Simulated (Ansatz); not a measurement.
The same path of C3H6FN (11 atoms, charge 0, multiplicity 1) was run twice with different band settings. The coordinate that changes most is the height of N1 over the plane of its neighbours.

Theory: RKS revPBE/cc-pVDZ (Ansatz).

Relaxed end points:

```xyz
11
Properties=species:S:1:pos:R:3
N -0.512 1.494 0.875
C -0.157 0.059 0.775
C 0.720 -0.171 -0.431
C 0.549 -1.128 -1.359
F -0.466 -2.040 -1.304
H -1.070 1.628 1.733
H -1.167 1.714 0.108
H -1.020 -0.649 0.744
H 0.425 -0.195 1.692
H 1.569 0.517 -0.574
H 1.194 -1.285 -2.238
```

```xyz
11
Properties=species:S:1:pos:R:3
N -0.953 1.235 1.019
C -0.265 -0.069 0.860
C 0.699 -0.158 -0.306
C 0.582 -0.985 -1.361
F -0.432 -1.895 -1.471
H -0.236 1.969 1.144
H -1.393 1.472 0.115
H -1.037 -0.857 0.762
H 0.277 -0.275 1.809
H 1.560 0.531 -0.326
H 1.263 -1.025 -2.226
```

Common settings: spring 5.0 eV/Å²; optimiser quadratic models (default); start path IDPP; force threshold 0.05 eV/Å; iteration limit 60; end points relaxed.

| run | movable images | climbing image |
| --- | --- | --- |
| 1 | 5 | yes |
| 2 | 4 | no |

(1) What does each run give, and how far can it be trusted?

## Answers

(1) Run 1: converged after 6 iterations, highest image 0.263 eV above the first end. A vibrational analysis at the climbing image gives one clearly imaginary mode, 706i cm⁻¹: a first-order saddle point.
Run 2: converged after 6 iterations, highest image 0.189 eV above the first end. No image climbed, so the highest image needn't sit at the top of the path.
